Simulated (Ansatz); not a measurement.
fcc Au, relaxed in Ansatz (plane waves) with several semilocal functionals. Each gives its own volume and its own elastic constant C11:

```tsv
level	V0 (Å³/atom)	elastic constant C11 (GPa)	ln V0	ln C11
LDA	16.576	215.7	2.8080	5.3739
r²SCAN	17.546	171.8	2.8648	5.1463
PBE	17.976	156.7	2.8890	5.0543
```

Question: Fit a straight line to ln C11 against ln V0. What does it predict for PBEsol, whose volume is 17.015 Å³/atom?

Answer: With x = ln V0 and y = ln C11: means 2.85393 and 5.19150; Σ(Δx Δy) = -0.01368, Σ(Δx²) = 0.003458, so the slope is -3.96. At x = 2.8341 the line gives y = 5.19150 + (-3.96) × (2.8341 − 2.85393) = 5.2700, or 194.4 GPa. The run with PBEsol gives 195.9 GPa, +0.8 % from the line. The rows used scatter about it by up to 0.2 %, while the largest value lies 38 % above the smallest.

Measured: 202 GPa (measured, 0 K, extrapolated to 0 K; zero-point effects included; as tabulated in Malica and Corso (2021), arXiv:2109.00459).

Ansatz's density-functional and Hartree–Fock values are scalar-relativistic unless marked +SOC, with PAW data made under PBE.

Ansatz is a first-principles code.
